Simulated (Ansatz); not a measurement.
# AlH4LiSi: the cost of one run

Program: Ansatz 0.2.0. Level of theory: RKS PBE0-D4/def2-TZVP. These are calculated values, not measurements.

### 1 The system as given

SMILES `[Li][AlH][SiH3]`, 7 atoms, charge 0, spin multiplicity 1.

Atoms are counted from 1 here; the program's logs count them from 0.

Bond lengths: Al2–Si3 2.498 Å, Al2–H4 1.630 Å, Si3–H5 1.519 Å, Si3–H6 1.519 Å, Si3–H7 1.515 Å. Angles: Si3–Al2–H4 109.5°, Al2–Si3–H5 110.5°, Al2–Si3–H6 110.0°, Al2–Si3–H7 120.0°, H5–Si3–H6 104.0°, H5–Si3–H7 105.6°, H6–Si3–H7 105.5°.

As a file:

```
Li   -3.0856   -1.6244   -0.1723
Al   -0.4579   -1.3477   -0.0188
Si    0.5739    0.9269    0.0226
H     0.7139   -2.4781    0.0671
H     0.1280    1.7351   -1.1834
H     0.0472    1.7154    1.2094
H     2.0806    1.0730    0.0753
```

This geometry comes from a loose relaxation at PBE in a small basis, which is not shown.

### 3 Setting up the map

The axes are (1) bond length Si3–H5: 13 values from 1.228 to 2.246 Å; (2) bond length Si3–H6: 13 values from 1.229 to 2.248 Å.

Nothing else is relaxed (all other coordinates rigid). Energies count from the relaxed molecule at the same level.

(The set-up runs are not shown.)

### 4 Point bond length Si3–H5 = 1.482 Å, bond length Si3–H6 = 1.484 Å

The input, input.yaml:

```yaml
crystal:
  periodic: [false, false, false]
  atoms:
    - { symbol: Li, position_ang: [-2.903572, -1.921494, -0.927652] }
    - { symbol: Al, position_ang: [-0.557363, -1.271313, 0.072453] }
    - { symbol: Si, position_ang: [0.541456, 0.960904, 0.002788] }
    - { symbol: H, position_ang: [0.476083, -2.230279, 0.863947] }
    - { symbol: H, position_ang: [-0.226658, 2.014909, -0.701057] }
    - { symbol: H, position_ang: [0.798413, 1.505302, 1.359203] }
    - { symbol: H, position_ang: [1.876969, 0.925803, -0.675869] }
basis:
  gaussian: { orbitals: def2-TZVP }
hamiltonian:
  xc: pbe0
  dispersion: d4
output:
  forces: true
```

Run with:

```console
ansatz run input.yaml --threads 1 --pin off --max-ram 2560MiB --backend cpu --events-out ev --progress --plain --runs-dir out
```

Q: Estimate wall time and peak memory on 1 thread of Arm Neoverse V1, shared host.

About 3.1 s, with a peak of 0.18 GiB.
